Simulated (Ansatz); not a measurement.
## Worked example: GeAs⁺, triplet against GeAs, quartet

Geometry (PBE0/def2-TZVP stationary point of a quartet), kept for both states (GeAs, quartet: Π; GeAs⁺, triplet: Σ⁻):

```
atom   x (Å)   y (Å)   z (Å)
  Ge  0.0000  0.0000  0.0000
  As  0.0000  0.0000  2.5311
```

Basis cc-pVTZ; Ansatz 0.2.0. Only valence electrons are correlated (noble-gas cores and the filled d shells of p-block atoms frozen). R marks a restricted (for open shells ROHF) determinant, U an unrestricted one. No spin–orbit coupling is included, and no scalar relativity.

Full CI isn't at hand for all of this; UCCSDT(Q) serves as the reference, and is uncertain by the last step of the cluster series or more.

```tsv
level	E(GeAs, quartet) (hartree)	E(GeAs⁺, triplet) (hartree)
UHF	-4309.612022	-4309.365112
UMP2	-4309.760520	-4309.508931
UCCSD(T)	-4309.800129	-4309.548609
PBE	-4312.220044	-4311.971956
B3LYP	-4312.957696	-4312.706653
UCCSDT(Q)	-4309.802163	-4309.551072
```

Question: Give the vertical gap, GeAs⁺ triplet less GeAs quartet, at each level in eV (1 hartree = 27.2114 eV), and each error against UCCSDT(Q).

Answer: UCCSDT(Q): (-4309.551072 − (-4309.802163)) × 27.2114 = 6.833 eV (the reference)
B3LYP: (-4312.706653 − (-4312.957696)) × 27.2114 = 6.831 eV, error -0.002 eV
PBE: (-4311.971956 − (-4312.220044)) × 27.2114 = 6.751 eV, error -0.082 eV
UCCSD(T): (-4309.548609 − (-4309.800129)) × 27.2114 = 6.844 eV, error 0.011 eV
UMP2: (-4309.508931 − (-4309.760520)) × 27.2114 = 6.846 eV, error 0.013 eV
UHF: (-4309.365112 − (-4309.612022)) × 27.2114 = 6.719 eV, error -0.114 eV

Total energies of functionals can't be set beside those of wave-function methods, since they hold the core's correlation and their own absolute errors; only the differences compare.

The reference still carries a basis error, for a change of charge of the order of 0.1 eV, so smaller errors of functionals can't be ranked.

Each level lands on the state that its own search finds. T1 diagnostics of restricted CCSD: 0.026 and 0.036.
